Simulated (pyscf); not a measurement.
**Four-centre exchange: `[OH][Al]([OH])[OH]` + `[SH2]` -> `[OH][Al]([OH])[SH]` + `[OH2]`**

Gas phase, singlet surface, charge 0. Bonds broken: Al1–O2, S8–H9. Bonds formed: Al1–S8, O2–H9. Optimised with ωB97X-D3(BJ)/def2-SVP in PySCF.

Transition state (Å):

```xyz
10

Al    -0.2034     0.4151     0.4415
O     -0.6454     0.6990     2.1804
O      1.5024     0.3060     0.3315
O     -1.3149    -0.4959    -0.4890
H      0.0192     0.6477     2.8778
H      1.9798     0.1890    -0.4918
H     -1.3489    -1.4540    -0.5073
S     -1.0382     2.6611     0.2930
H     -0.9701     1.9342     1.6470
H     -2.2853     2.2340     0.0085
```

One imaginary mode, 870i cm⁻¹; descent along it reached the two sides named, in the forms told below.

```
bond    change  reactant side (Å)  saddle  product side
------  ------  -----------------  ------  ------------
Al1–O2  breaks              1.725   1.816         1.989
S8–H9   breaks              1.350   1.538           2.8
Al1–S8   forms              2.520   2.401         2.212
O2–H9    forms              2.581   1.384         0.972
```

Electronic energies relative to the separated reactants (kJ/mol):

```csv
level,barrier,reaction energy,reverse barrier
ωB97X-D3(BJ)/def2-TZVP,-20.1,+15.3,-35.4
PBE/def2-TZVP,-23.5,+20.8,-44.3
r²SCAN/def2-TZVP,-23.1,+25.4,-48.4
B3LYP-D3(BJ)/def2-TZVP,-8.2,+28.5,-36.7
PBE0-D3(BJ)/def2-TZVP,-23.3,+17.8,-41.2
M06-2X/def2-TZVP,-9.6,+28.8,-38.4
ωB97M-D3(BJ)/def2-TZVP,-3.7,+27.6,-31.3
HF/def2-TZVP,59.9,+34.7,25.3
```

With ωB97M-D3(BJ)/def2-TZVP energies and thermal terms (ideal gas, 1 atm, RRHO with modes under 100 cm⁻¹ raised to 100, one conformer, R ln 2 for chiral ones without a mode under 150 cm⁻¹), in kJ/mol:

```
T (K)   ΔH‡    ΔG‡     ΔH     ΔG
-----  ----  -----  -----  -----
298    -6.1   38.1  +34.0  +31.1
600    -4.7   82.5  +34.5  +27.9
900    -1.8  125.5  +34.2  +24.6
1200    1.3  167.4  +33.7  +21.5
```

On the reactant side the descent ends in an adduct with a Al–S contact, 58.5 kJ/mol under the separated species and 38.5 kJ/mol under the saddle at ωB97X-D3(BJ)/def2-TZVP. On the product side the descent ends in an adduct with a Al–O contact, 100.4 kJ/mol under the separated species and 65.0 kJ/mol under the saddle at ωB97X-D3(BJ)/def2-TZVP. At ωB97X-D3(BJ)/def2-TZVP, PBE, r²SCAN, B3LYP-D3(BJ), PBE0-D3(BJ), M06-2X, ωB97M-D3(BJ) the saddle lies under the separated reactants, which points to a path from their complex (located at ωB97X-D3(BJ) alone). At ωB97X-D3(BJ)/def2-TZVP, PBE, r²SCAN, B3LYP-D3(BJ), PBE0-D3(BJ), M06-2X, ωB97M-D3(BJ) the saddle lies under the separated products, which points to a path from their complex (located at ωB97X-D3(BJ) alone), and parting the products costs more than the saddle. What is counted as formed (Al–S) is already present as a longer contact in the reactant adduct; forming that adduct is a step of its own. What is counted as broken (Al–O) persists as a longer contact in the product adduct; parting that adduct is a step of its own. One saddle was located; it need not be the lowest between these sides.
